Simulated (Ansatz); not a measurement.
The cluster Al2B. The state is a doublet with charge 0. Geometry r2SCAN-D4/def2-TZVP, that of the charge +1 singlet; atoms count from 1.

```csv
atom,x (Å),y (Å),z (Å)
B1,0.831,0.636,0.173
Al2,0.343,-1.328,-0.016
Al3,-1.174,0.692,-0.158
```

The charge 0 doublet is spin-contaminated (final ⟨S²⟩ up to 1.20, 0.75 for a pure state). The structure comes from a short search, and lower isomers may exist.

Question: Estimate the Mulliken populations from the PBE0/def2-TZVP orbitals of Ansatz.

Answer: 
```
atom  charge (e)  spin (α − β)
  B1       -0.06          0.51
 Al2        0.03          0.24
 Al3        0.03          0.24
```
Mulliken values and Mayer orders depend strongly on the basis.

Question: Where does the spin sit?

Answer: Summed by element: B 0.51, Al 0.49, of 1 unpaired in all. Largest on single atoms: B1 0.51, Al2 0.24, Al3 0.24.

Question: And the Mayer bond orders between bonded heavy atoms (over 0.3)?

Answer: B1–Al2 1.27 (2.03 Å); B1–Al3 1.27 (2.03 Å); Al2–Al3 0.97 (2.53 Å).
